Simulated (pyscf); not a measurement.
7 gas-phase steps of one pattern: four-centre exchange on the singlet surface, Al–N + H–O or B–N + H–O or Ga–N + H–O or H–O + In–P broken and Al–O + H–N or B–O + H–N or Ga–O + H–N or H–P + In–O formed. PySCF, gas phase, ωB97X-D3(BJ)/def2-SVP geometries. Electronic energies in eV, between the relaxed ends of the descent from the saddle (adducts or complexes of the species named), with the reactant end as zero; ΔE‡ and ΔE at ωB97X-D3(BJ)/def2-TZVP. Rows were drawn at random from the steps of this pattern with a verified saddle, stable references and a bound adduct at one end at least.

```csv
row,step,ΔE,ΔE‡
1,H₂O + H₂N–B(Cl)–Cl → HO–B(Cl)–Cl + NH₃,-1.04,?
2,H₂N–Al(NH₂)–NH₂ + H₂O -> NH₃ + H₂N–Al(NH₂)–OH,-0.99,0.10
3,H₂N–Ga(Cl)–Cl + HO–SiH₃ → NH₃ + H₃Si–O–Ga(Cl)–Cl,-0.96,0.21
4,H₂O + H₂N–Ga(F)–F -> HO–Ga(F)–F + NH₃,-0.74,0.33
5,H₂O + H₂N–Ga(OH)–F -> HO–Ga(OH)–F + NH₃,-0.71,0.30
6,H₂B–NH₂ + H₂O -> H₂B–OH + NH₃,-0.47,0.61
7,H₂P–InH₂ + H₂O -> PH₃ + HO–InH₂,+0.30,1.04
```

Fit ΔE‡ = a + b·ΔE to the other rows and predict row 1.

Over the 6 complete rows the means are -0.60 (ΔE) and 0.43 (ΔE‡); least squares gives b = 0.71 and a = 0.85 eV, with residuals of 0.05 eV (root mean square; largest 0.09, row 6). For row 1: 0.85 + 0.71 × (-1.04) = 0.11 eV, an extrapolation. The computed barrier is 0.39 eV, 0.28 over the line. The line follows the complete rows closely but misses this one by more than their scatter. Each barrier is that of the saddle found. Elements up to Kr have no core potential and no relativistic terms here. Elements past Kr carry the def2 core potentials, without spin-orbit coupling.
